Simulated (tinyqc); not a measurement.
Worked calculation (part 2 of 2): ROHF in the sto-3g basis, for CH3, spin multiplicity 2. Computed by tinyqc, a small Python program that keeps every step (integrals from PySCF). Command: `OMP_NUM_THREADS=1 python tinyqc.py 27564 27565 out.jsonl` (the two numbers bound the seeds that draw the settings). One thread of a shared host (Intel(R) Xeon(R) Processor @ 2.60GHz), about 0.08 s of CPU time with the checks.

Geometry (angstrom):
```
atom        x        y       z
C      0.0000   0.0000  0.1040
H      1.1560   0.0000  0.0000
H     -0.5780   1.0010  0.0000
H     -0.5780  -1.0010  0.0000
```

## Iteration 1: diagonalisation and new density

effective F (hartree), lower triangle:
```
          1C 1s    1C 2s   1C 2px   1C 2py  1C 2pz    2H 1s    3H 1s    4H 1s
1C 1s   -9.3992
1C 2s   -2.6250  -0.8814
1C 2px   0.0000   0.0000   0.2665
1C 2py   0.0000   0.0000   0.0000   0.2665
1C 2pz   0.0018   0.0679   0.0000   0.0000  0.6749
2H 1s   -0.5739  -0.3830  -0.1495   0.0000  0.0283  -0.0159
3H 1s   -0.5740  -0.3831   0.0748  -0.1294  0.0283  -0.1196  -0.0160
4H 1s   -0.5740  -0.3831   0.0748   0.1294  0.0283  -0.1196  -0.1196  -0.0160
```

X:
```
              1        2        3        4        5        6        7        8
1C 1s   -0.3441   0.0000  -0.0002   0.8709   0.4248   0.0000   0.0000   0.1671
1C 2s    1.3838   0.0000   0.0005  -0.0439   0.0672   0.0000   0.0001   0.4602
1C 2px  -0.0005   0.0000   1.0576   0.0000   0.0000   0.0000   0.6116  -0.0001
1C 2py   0.0000   1.0576   0.0000   0.0000   0.0000   0.6116   0.0000   0.0000
1C 2pz  -0.1108   0.0000   0.0000  -0.4553   0.8870   0.0000   0.0000  -0.0367
2H 1s   -0.6512   0.0000  -0.9640  -0.1586  -0.0775   0.0000   0.4474   0.2984
3H 1s   -0.6519  -0.8347   0.4817  -0.1585  -0.0775   0.3874  -0.2237   0.2985
4H 1s   -0.6519   0.8347   0.4817  -0.1585  -0.0775  -0.3874  -0.2237   0.2985
```

Diagonalise F' = X^T F X, C = X C', fill 5 alpha and 4 beta electrons from the bottom; D(s) = C_occ C_occ^T. Each column has its largest component positive (the first on a tie).

F' = X^T F X (hartree), lower triangle:
```
         1       2       3        4        5       6        7        8
1   0.6746
2   0.0000  0.8996
3  -0.0002  0.0000  0.8995
4   0.7086  0.0000  0.0004  -6.3361
5   0.3426  0.0000  0.0002  -3.6336  -1.2007
6   0.0000  0.1314  0.0000   0.0000   0.0000  0.0081
7   0.0000  0.0000  0.1314  -0.0004  -0.0002  0.0000   0.0081
8   0.1660  0.0000  0.0001  -2.6634  -1.3689  0.0000  -0.0002  -1.4115
```

orbital energies (hartree): MO1 -9.4103, MO2 -0.2960, MO3 -0.0109, MO4 -0.0109, MO5 0.6746, MO6 0.7580, MO7 0.9185, MO8 0.9185

coefficients C:
```
            MO1      MO2      MO3      MO4      MO5      MO6      MO7      MO8
1C 1s    0.9896  -0.2146   0.0000   0.0000  -0.0904  -0.2276   0.0001   0.0000
1C 2s    0.0452   0.5932   0.0001   0.0000   0.4476   1.2566  -0.0007   0.0000
1C 2px   0.0000  -0.0001   0.4542   0.0000   0.0001   0.0005   1.1341   0.0000
1C 2py   0.0000   0.0000   0.0000   0.4542   0.0000   0.0000   0.0000   1.1341
1C 2pz  -0.0014  -0.0545   0.0000   0.0000   0.9287  -0.3772   0.0001   0.0000
2H 1s   -0.0087   0.2624   0.5806   0.0000  -0.1849  -0.6650  -0.8897   0.0000
3H 1s   -0.0087   0.2624  -0.2902   0.5027  -0.1848  -0.6645   0.4454  -0.7708
4H 1s   -0.0087   0.2624  -0.2902  -0.5027  -0.1848  -0.6645   0.4454   0.7708
```

D(alpha) after iteration 1, lower triangle:
```
          1C 1s   1C 2s   1C 2px   1C 2py   1C 2pz    2H 1s    3H 1s   4H 1s
1C 1s    1.0334
1C 2s   -0.1230  0.5543
1C 2px   0.0000  0.0000   0.2063
1C 2py   0.0000  0.0000   0.0000   0.2063
1C 2pz  -0.0736  0.3833   0.0001   0.0000   0.8654
2H 1s   -0.0482  0.0725   0.2637   0.0000  -0.1860   0.4401
3H 1s   -0.0482  0.0725  -0.1318   0.2283  -0.1859  -0.0654   0.4401
4H 1s   -0.0482  0.0725  -0.1318  -0.2283  -0.1859  -0.0654  -0.0654  0.4401
```

D(beta) after iteration 1, lower triangle:
```
          1C 1s    1C 2s   1C 2px   1C 2py   1C 2pz    2H 1s    3H 1s   4H 1s
1C 1s    1.0253
1C 2s   -0.0826   0.3539
1C 2px   0.0000   0.0000   0.2063
1C 2py   0.0000   0.0000   0.0000   0.2063
1C 2pz   0.0103  -0.0324   0.0000   0.0000   0.0030
2H 1s   -0.0649   0.1553   0.2637   0.0000  -0.0143   0.4060
3H 1s   -0.0649   0.1553  -0.1318   0.2283  -0.0143  -0.0996   0.4059
4H 1s   -0.0649   0.1553  -0.1318  -0.2283  -0.0143  -0.0996  -0.0996  0.4059
```

## Iteration 2: building the Fock matrix

core Hamiltonian H = T + V (hartree), lower triangle:
```
           1C 1s    1C 2s   1C 2px   1C 2py   1C 2pz    2H 1s    3H 1s    4H 1s
1C 1s   -19.1295
1C 2s    -4.6178  -6.0575
1C 2px    0.0000   0.0000  -5.0647
1C 2py    0.0000   0.0000   0.0000  -5.0647
1C 2pz    0.0040   0.0423   0.0000   0.0000  -4.9001
2H 1s    -0.9909  -2.3694  -1.9958   0.0000   0.1888  -3.6859
3H 1s    -0.9911  -2.3698   0.9981  -1.7285   0.1889  -0.5999  -3.6862
4H 1s    -0.9911  -2.3698   0.9981   1.7285   0.1889  -0.5999  -0.6000  -3.6862
```

nuclear repulsion = 9.000072 hartree

Given earlier and not repeated: Two-electron integrals (ij|kl) in chemists' order.

J_ij = sum D_kl (ij|kl) with D = D(alpha) + D(beta), K_ij = sum D_kl (ik|jl) for each spin; F = H + J - K(s); E = tr D H + tr D J / 2 - 0.5 sum_s tr D(s) K(s) + E_nn.

Coulomb J (hartree), lower triangle:
```
          1C 1s   1C 2s   1C 2px   1C 2py   1C 2pz   2H 1s   3H 1s   4H 1s
1C 1s   11.4931
1C 2s    2.2275  5.3414
1C 2px   0.0000  0.0000   5.3723
1C 2py   0.0000  0.0000   0.0000   5.3723
1C 2pz   0.0052  0.0026   0.0000   0.0000   5.2626
2H 1s    0.4750  2.1070   1.9498   0.0000  -0.1739  3.8875
3H 1s    0.4752  2.1073  -0.9751   1.6887  -0.1739  0.5175  3.8877
4H 1s    0.4752  2.1073  -0.9751  -1.6887  -0.1739  0.5175  0.5177  3.8877
```

exchange K(alpha) (hartree), lower triangle:
```
          1C 1s   1C 2s   1C 2px   1C 2py   1C 2pz   2H 1s   3H 1s   4H 1s
1C 1s    3.5884
1C 2s    0.6327  0.8813
1C 2px   0.0000  0.0000   0.6061
1C 2py   0.0000  0.0000   0.0000   0.6061
1C 2pz  -0.0016  0.0997   0.0000   0.0000   0.7572
2H 1s    0.1386  0.4274   0.3907   0.0000  -0.0413  0.6610
3H 1s    0.1387  0.4274  -0.1954   0.3384  -0.0413  0.1047  0.6610
4H 1s    0.1387  0.4274  -0.1954  -0.3384  -0.0413  0.1047  0.1047  0.6610
```

exchange K(beta) (hartree), lower triangle:
```
          1C 1s    1C 2s   1C 2px   1C 2py   1C 2pz   2H 1s   3H 1s   4H 1s
1C 1s    3.5640
1C 2s    0.6069   0.7309
1C 2px   0.0000   0.0000   0.5670
1C 2py   0.0000   0.0000   0.0000   0.5670
1C 2pz  -0.0003  -0.0580   0.0000   0.0000   0.1451
2H 1s    0.1321   0.3933   0.3813   0.0000  -0.0389  0.6391
3H 1s    0.1321   0.3934  -0.1907   0.3302  -0.0389  0.0945  0.6392
4H 1s    0.1321   0.3934  -0.1907  -0.3302  -0.0389  0.0945  0.0945  0.6392
```

F(alpha) (hartree), lower triangle:
```
           1C 1s    1C 2s   1C 2px   1C 2py   1C 2pz    2H 1s    3H 1s    4H 1s
1C 1s   -11.2248
1C 2s    -3.0231  -1.5973
1C 2px    0.0000   0.0000  -0.2985
1C 2py    0.0000   0.0000   0.0000  -0.2986
1C 2pz    0.0109  -0.0548   0.0000   0.0000  -0.3947
2H 1s    -0.6545  -0.6898  -0.4367   0.0000   0.0563  -0.4594
3H 1s    -0.6547  -0.6899   0.2184  -0.3782   0.0563  -0.1870  -0.4595
4H 1s    -0.6547  -0.6899   0.2184   0.3782   0.0563  -0.1870  -0.1871  -0.4595
```

F(beta) (hartree), lower triangle:
```
           1C 1s    1C 2s   1C 2px   1C 2py  1C 2pz    2H 1s    3H 1s    4H 1s
1C 1s   -11.2003
1C 2s    -2.9972  -1.4470
1C 2px    0.0000   0.0000  -0.2595
1C 2py    0.0000   0.0000   0.0000  -0.2595
1C 2pz    0.0096   0.1029   0.0000   0.0000  0.2173
2H 1s    -0.6479  -0.6557  -0.4272   0.0000  0.0539  -0.4376
3H 1s    -0.6481  -0.6558   0.2137  -0.3700  0.0539  -0.1768  -0.4377
4H 1s    -0.6481  -0.6558   0.2137   0.3700  0.0539  -0.1768  -0.1769  -0.4377
```

total energy of this density = -38.994516 hartree

## Iteration 2: Roothaan effective Fock matrix

overlap S, lower triangle:
```
         1C 1s   1C 2s   1C 2px   1C 2py   1C 2pz   2H 1s   3H 1s   4H 1s
1C 1s   1.0000
1C 2s   0.2484  1.0000
1C 2px  0.0000  0.0000   1.0000
1C 2py  0.0000  0.0000   0.0000   1.0000
1C 2pz  0.0000  0.0000   0.0000   0.0000   1.0000
2H 1s   0.0528  0.4509   0.4403   0.0000  -0.0396  1.0000
3H 1s   0.0528  0.4509  -0.2202   0.3813  -0.0396  0.1188  1.0000
4H 1s   0.0528  0.4509  -0.2202  -0.3813  -0.0396  0.1188  0.1188  1.0000
```

With projectors Pc = D(beta) S, Po = (D(alpha) - D(beta)) S, Pv = 1 - D(alpha) S, the block xy is Px^T F Py; with Fc = (F(alpha) + F(beta))/2, the blocks are Fc for cc, oo, vv and cv, F(beta) for co and F(alpha) for ov.

effective F (hartree), lower triangle:
```
           1C 1s    1C 2s   1C 2px   1C 2py   1C 2pz    2H 1s    3H 1s    4H 1s
1C 1s   -11.2126
1C 2s    -3.0096  -1.5082
1C 2px    0.0000   0.0000  -0.2790
1C 2py    0.0000   0.0000   0.0000  -0.2790
1C 2pz    0.0149   0.0611   0.0000   0.0000  -0.0982
2H 1s    -0.6518  -0.6714  -0.4320   0.0000   0.0773  -0.4517
3H 1s    -0.6519  -0.6715   0.2160  -0.3741   0.0773  -0.1851  -0.4518
4H 1s    -0.6519  -0.6715   0.2160   0.3741   0.0773  -0.1851  -0.1851  -0.4518
```

## Iteration 2: DIIS over 2 matrices

error matrix X^T (FDS - SDF) X:
```
         1       2        3        4        5        6        7        8
1   0.0000  0.0000   0.0000   0.1356   0.1764   0.0000   0.0001  -0.1079
2   0.0000  0.0000   0.0000   0.0000   0.0000  -0.2035   0.0000   0.0000
3   0.0000  0.0000   0.0000   0.0000   0.0001   0.0000  -0.2035   0.0000
4  -0.1356  0.0000   0.0000   0.0000   0.0268   0.0000   0.0000  -0.0205
5  -0.1764  0.0000  -0.0001  -0.0268   0.0000   0.0000   0.0000   0.0490
6   0.0000  0.2035   0.0000   0.0000   0.0000   0.0000   0.0000   0.0000
7  -0.0001  0.0000   0.2035   0.0000   0.0000   0.0000   0.0000   0.0000
8   0.1079  0.0000   0.0000   0.0205  -0.0490   0.0000   0.0000   0.0000
```

B (overlaps of the stored error matrices):
```
                1               2
1   5.2936368e+00  -1.1355264e+00
2  -1.1355264e+00   2.9493728e-01
```

Minimise |sum c_i e_i|^2 with sum c_i = 1: solve [B -1; -1 0][c; lambda] = [0; -1] with B_ij = tr e_i^T e_j, and take F = sum c_i F_i.

DIIS coefficients: 0.1820  0.8180

extrapolated F (hartree), lower triangle:
```
           1C 1s    1C 2s   1C 2px   1C 2py  1C 2pz    2H 1s    3H 1s    4H 1s
1C 1s   -10.8826
1C 2s    -2.9396  -1.3941
1C 2px    0.0000   0.0000  -0.1797
1C 2py    0.0000   0.0000   0.0000  -0.1798
1C 2pz    0.0125   0.0623   0.0000   0.0000  0.0425
2H 1s    -0.6376  -0.6189  -0.3805   0.0000  0.0684  -0.3724
3H 1s    -0.6377  -0.6190   0.1903  -0.3296  0.0684  -0.1731  -0.3724
4H 1s    -0.6377  -0.6190   0.1903   0.3296  0.0684  -0.1731  -0.1732  -0.3724
```

## Iteration 2: diagonalisation and new density

As before.

F' = X^T F X (hartree), lower triangle:
```
         1       2       3        4        5        6        7        8
1   0.4291
2   0.0000  0.6851
3  -0.0002  0.0000  0.6850
4   0.8997  0.0000  0.0005  -7.5527
5   0.4016  0.0000  0.0002  -3.9303  -1.9837
6   0.0000  0.0790  0.0000   0.0000   0.0000  -0.4394
7   0.0000  0.0000  0.0790  -0.0004  -0.0002   0.0000  -0.4394
8   0.1295  0.0000  0.0001  -2.9368  -1.4817   0.0000  -0.0002  -1.9507
```

orbital energies (hartree): MO1 -10.8893, MO2 -0.7675, MO3 -0.4450, MO4 -0.4450, MO5 0.0421, MO6 0.5567, MO7 0.6906, MO8 0.6906

coefficients C:
```
            MO1      MO2      MO3      MO4      MO5      MO6      MO7      MO8
1C 1s    0.9924  -0.2196   0.0000   0.0000  -0.0531  -0.2219   0.0001   0.0000
1C 2s    0.0332   0.6606   0.0000   0.0001   0.2480   1.2784  -0.0007   0.0000
1C 2px   0.0000  -0.0001   0.0000   0.5363   0.0000   0.0005   1.0977   0.0000
1C 2py   0.0000   0.0000   0.5363   0.0000   0.0000   0.0000   0.0000   1.0977
1C 2pz  -0.0020  -0.0792   0.0000   0.0000   0.9764  -0.2193   0.0001   0.0000
2H 1s   -0.0064   0.2257   0.0000   0.5136  -0.0724  -0.6994  -0.9299   0.0000
3H 1s   -0.0064   0.2258   0.4447  -0.2567  -0.0724  -0.6988   0.4655  -0.8057
4H 1s   -0.0064   0.2258  -0.4447  -0.2567  -0.0724  -0.6988   0.4655   0.8057
```

D(alpha) after iteration 2, lower triangle:
```
          1C 1s   1C 2s   1C 2px   1C 2py   1C 2pz    2H 1s    3H 1s   4H 1s
1C 1s    1.0360
1C 2s   -0.1253  0.4990
1C 2px   0.0000  0.0000   0.2876
1C 2py   0.0000  0.0000   0.0000   0.2876
1C 2pz  -0.0364  0.1897   0.0000   0.0000   0.9596
2H 1s   -0.0521  0.1310   0.2754   0.0000  -0.0886   0.3200
3H 1s   -0.0521  0.1309  -0.1377   0.2385  -0.0886  -0.0756   0.3200
4H 1s   -0.0521  0.1309  -0.1377  -0.2385  -0.0886  -0.0756  -0.0756  0.3200
```

D(beta) after iteration 2, lower triangle:
```
          1C 1s    1C 2s   1C 2px   1C 2py   1C 2pz    2H 1s    3H 1s   4H 1s
1C 1s    1.0332
1C 2s   -0.1121   0.4375
1C 2px   0.0000   0.0000   0.2876
1C 2py   0.0000   0.0000   0.0000   0.2876
1C 2pz   0.0154  -0.0524   0.0000   0.0000   0.0063
2H 1s   -0.0559   0.1489   0.2754   0.0000  -0.0179   0.3147
3H 1s   -0.0559   0.1489  -0.1377   0.2385  -0.0179  -0.0809   0.3147
4H 1s   -0.0559   0.1489  -0.1377  -0.2385  -0.0179  -0.0809  -0.0809  0.3147
```

Within a degenerate level the vectors are fixed only up to a rotation; this is one choice.

## Iteration 8 (converged): orbitals

converged F (hartree), lower triangle:
```
           1C 1s    1C 2s   1C 2px   1C 2py   1C 2pz    2H 1s    3H 1s    4H 1s
1C 1s   -10.9861
1C 2s    -2.9602  -1.4411
1C 2px    0.0000   0.0000  -0.2200
1C 2py    0.0000   0.0000   0.0000  -0.2201
1C 2pz    0.0053   0.0435   0.0000   0.0000  -0.0059
2H 1s    -0.6419  -0.6472  -0.4140   0.0000   0.0512  -0.4062
3H 1s    -0.6421  -0.6473   0.2070  -0.3585   0.0512  -0.1760  -0.4063
4H 1s    -0.6421  -0.6473   0.2070   0.3585   0.0512  -0.1760  -0.1761  -0.4063
```

As before.

F' = X^T F X (hartree), lower triangle:
```
         1       2       3        4        5        6        7        8
1   0.4400
2   0.0000  0.6991
3  -0.0002  0.0000  0.6991
4   0.9118  0.0000  0.0006  -7.6428
5   0.4245  0.0000  0.0003  -3.9463  -2.0414
6   0.0000  0.0788  0.0000   0.0000   0.0000  -0.4912
7   0.0000  0.0000  0.0788  -0.0004  -0.0002   0.0000  -0.4912
8   0.1225  0.0000  0.0001  -2.9385  -1.5130   0.0000  -0.0002  -2.0000
```

orbital energies (hartree): MO1 -10.9925, MO2 -0.8145, MO3 -0.4964, MO4 -0.4964, MO5 -0.0059, MO6 0.5686, MO7 0.7043, MO8 0.7043

coefficients C:
```
            MO1      MO2      MO3      MO4      MO5      MO6      MO7      MO8
1C 1s    0.9927  -0.2206   0.0000   0.0000  -0.0370  -0.2231   0.0001   0.0000
1C 2s    0.0321   0.6678   0.0000   0.0001   0.1700   1.2874  -0.0007   0.0000
1C 2px   0.0000   0.0000   0.0000   0.5407   0.0000   0.0005   1.0955   0.0000
1C 2py   0.0000   0.0000   0.5407   0.0000   0.0000   0.0000   0.0000   1.0955
1C 2pz  -0.0012  -0.0502   0.0000   0.0000   0.9872  -0.1747   0.0001   0.0000
2H 1s   -0.0061   0.2234   0.0000   0.5098  -0.0473  -0.7023  -0.9319   0.0000
3H 1s   -0.0061   0.2234   0.4415  -0.2549  -0.0473  -0.7017   0.4665  -0.8074
4H 1s   -0.0061   0.2234  -0.4415  -0.2549  -0.0473  -0.7017   0.4665   0.8074
```

D(alpha) after iteration 8, lower triangle:
```
          1C 1s   1C 2s   1C 2px   1C 2py   1C 2pz    2H 1s    3H 1s   4H 1s
1C 1s    1.0354
1C 2s   -0.1217  0.4759
1C 2px   0.0000  0.0000   0.2923
1C 2py   0.0000  0.0000   0.0000   0.2923
1C 2pz  -0.0267  0.1343   0.0000   0.0000   0.9772
2H 1s   -0.0536  0.1410   0.2757   0.0000  -0.0579   0.3121
3H 1s   -0.0536  0.1410  -0.1378   0.2387  -0.0579  -0.0778   0.3121
4H 1s   -0.0536  0.1410  -0.1378  -0.2387  -0.0579  -0.0778  -0.0778  0.3121
```

D(beta) after iteration 8, lower triangle:
```
          1C 1s    1C 2s   1C 2px   1C 2py   1C 2pz    2H 1s    3H 1s   4H 1s
1C 1s    1.0341
1C 2s   -0.1154   0.4470
1C 2px   0.0000   0.0000   0.2923
1C 2py   0.0000   0.0000   0.0000   0.2923
1C 2pz   0.0098  -0.0335   0.0000   0.0000   0.0025
2H 1s   -0.0553   0.1490   0.2757   0.0000  -0.0112   0.3099
3H 1s   -0.0553   0.1490  -0.1378   0.2387  -0.0112  -0.0800   0.3099
4H 1s   -0.0553   0.1490  -0.1378  -0.2387  -0.0112  -0.0800  -0.0800  0.3099
```

Within a degenerate level the vectors are fixed only up to a rotation; this is one choice.

## Convergence

Stop when the energy changes by less than 1e-08 hartree and every element of the error matrix X^T (F D S - S D F) X is below 3e-05.

Course of the cycle:
```
iteration  E (hartree)     change  largest element of the error matrix
1           -36.565353          -                             9.29e-01
2           -38.994516  -2.43e+00                             2.03e-01
3           -39.055819  -6.13e-02                             2.32e-02
4           -39.056908  -1.09e-03                             4.54e-03
5           -39.057032  -1.24e-04                             9.44e-04
6           -39.057037  -5.26e-06                             1.13e-04
7           -39.057037  -2.73e-08                             1.41e-05
8           -39.057037  -2.59e-10                             1.02e-06
```

PySCF ROHF in the same basis = -39.057037 hartree

Converged in 8 iterations.

## Populations, bond orders and dipole

Mulliken: Z minus the diagonal of D S on the atom; Loewdin: the same with S^(1/2) D S^(1/2); Mayer order: 2 sum_s sum (D(s) S)_ij (D(s) S)_ji over the two atoms.

Charges (e):
```
atom  Mulliken  Loewdin  Mulliken spin
1C     -0.1351  -0.0651         0.9967
2H      0.0450   0.0217         0.0011
3H      0.0450   0.0217         0.0011
4H      0.0450   0.0217         0.0011
```

Mayer bond orders:
```
pair   order
2-1   0.9794
3-1   0.9794
3-2   0.0093
4-1   0.9794
4-2   0.0093
4-3   0.0093
```

dipole moment about the origin, x y z (debye): 0.0000  0.0000  -0.1274
